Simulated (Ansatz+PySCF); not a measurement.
A calculation with Ansatz (development build ahead of 0.2.0).

```yaml
crystal:
  periodic: [false, false, false]
  atoms:
    - { symbol: "N", position_ang: [0.0, 0.0, -0.11776] }
    - { symbol: H, position_ang: [0.0, 0.0, 0.82434] }
basis:
  gaussian: { orbitals: "6-31G" }
magnetization:
  spin_polarized: true
  initial_magnetization: 2
hamiltonian:
  xc: pbe0
output:
  forces: true
```

The input is written out in the form of the current development build from the run's settings.

Results

| Item | Value |
| --- | --- |
| Converged | yes |
| Total energy | -55.13132 hartree |
| Spin squared of the determinant | 2.003 |
| Stability test | minimum |

Forces (eV/Å):
| atom | Fx | Fy | Fz |
| --- | --- | --- | --- |
| N1 | 0.000 | 0.000 | -5.841 |
| H2 | 0.000 | 0.000 | 5.841 |
